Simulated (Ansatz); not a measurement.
CH3O (SMILES [CH2]O) moved off its minimum; all values from Ansatz (a quantum-chemistry and plane-wave program), cores frozen in correlated methods. Open shells are unrestricted.
(charge 0, multiplicity 2)
```xyz
5

C     -0.6541     0.1132     0.1223
O      0.7030    -0.4332    -0.0713
H     -1.6137    -0.3810    -0.0113
H     -0.6575     1.2792     0.0557
H      1.2265     0.3605     0.0845
```

Forces at r2SCAN/def2-TZVPP (eV/Å):

```tsv
atom	Fx	Fy	Fz
C1	2.305	2.538	-0.240
O2	-3.233	0.742	0.330
H3	0.852	-0.760	-0.205
H4	-0.114	-2.262	0.184
H5	0.190	-0.258	-0.069
```

Give the forces (eV/Å), the total energy and the dipole at CCSD(T)/cc-pVTZ.


| atom | Fx | Fy | Fz |
|---|---|---|---|
| C1 | 2.321 | 2.583 | -0.160 |
| O2 | -3.216 | 0.696 | 0.298 |
| H3 | 0.877 | -0.738 | -0.235 |
| H4 | -0.117 | -2.307 | 0.162 |
| H5 | 0.134 | -0.234 | -0.064 |
Energy -114.8699 hartree, dipole 1.55 D.
